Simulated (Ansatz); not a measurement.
# How far each method lies from UCCSDT(Q) for H$_{2}$B–NH, doublet

Geometry: displaced at random from a stationary point.

```
atom    x (Å)    y (Å)    z (Å)
   B   0.0043   0.0320   0.7184
   N   0.0034  -0.0520  -0.6198
   H   0.0514   1.1657   1.1897
   H  -0.0514  -0.9814   1.3732
   H  -0.0938   0.1946  -1.6555
```

Basis cc-pVDZ; Ansatz 0.2.0. Only valence electrons are correlated (noble-gas cores frozen), which leaves 11 electrons in 41 orbitals. R marks a restricted (for open shells ROHF) determinant, U an unrestricted one.

Full CI isn't at hand for all of this; UCCSDT(Q) serves as the reference, and is uncertain by about the last step of the cluster series. The frozen core follows each run's orbitals, which can shift R against U totals by a few meV.

For open shells CISD is restricted-active-space CI with the open shells as a complete middle space.

The UHF ⟨S²⟩ is 0.777. The T1 diagnostic (RCCSD) is 0.0348 and the largest doubles amplitude (RCCSD) is 0.065. The T1 diagnostic (UCCSD) is 0.0291.

```tsv
level	E − E(UCCSDT(Q)) (kJ/mol)	share of correlation (%)	wall time
RHF	725.9	0.00	–
UHF	710.3	2.15	–
RMP2	113.9	84.31	–
UMP2	113.0	84.43	–
CISD	77.2	89.37	2 s
RCCSD	23.9	96.71	–
UCCSD	23.6	96.75	–
RCCSD(T)	4.3	99.41	3.6 s
UCCSD(T)	4.4	99.39	3 s
BCCD(T)	4.2	99.43	1.6 s
RCCSDT	1.5	99.80	–
UCCSDT	1.4	99.81	–
RCCSDT(Q)	0.2	99.98	40 s
```

The correlation energy at UCCSDT(Q), counted from RHF, is -7.523 eV. That run took 35 s on 1 thread of INTEL XEON PLATINUM 8581C, shared host.

Times hold each run's SCF and search for its determinant on a shared host, so for small cases they say little of a method's own cost; they ran on 1 thread of INTEL XEON PLATINUM 8581C. Some runs computed forces too.
